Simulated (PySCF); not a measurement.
NaP at ROHF-MP2

Level: ROHF-MP2. PySCF, no relativity, basis sets Na 3-21G, P 3-21G.

```
state                          : ³Σ⁻ (triplet), unpaired electrons π ↑↑
bond length                    : 2.764 Å
harmonic wavenumber            : 263 cm⁻¹
force constant                 : 0.539 mdyn/Å
rotational constant Be         : 0.1673 cm⁻¹
anharmonicity ωexe             : 0.960 cm⁻¹
vibration–rotation constant αe : 0.00100 cm⁻¹
well depth De to Na + P        : 45 kJ/mol
dissociation energy D0         : 44 kJ/mol
```

Correlated steps freeze 6 core orbitals. 3-21G is very small, so such numbers show the basis as much as the molecule. The state is the lowest determinant that a PBE0 search found; another state may lie lower at other levels.
